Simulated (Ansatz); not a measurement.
**1T (CdI2-type) PtSe2**

Calculation: PBE-D4 in Ansatz (plane waves, PAW).

Cell: relaxed at this level.

| Quantity | Value |
|---|---|
| interlayer binding energy | 37.3 meV/Å² |
| layer repeat distance | 4.824 Å |
| gap between the layers | 2.262 Å |

Spin–orbit coupling is not included.

Static lattice: no zero-point or thermal effects.

Ansatz is a first-principles code.
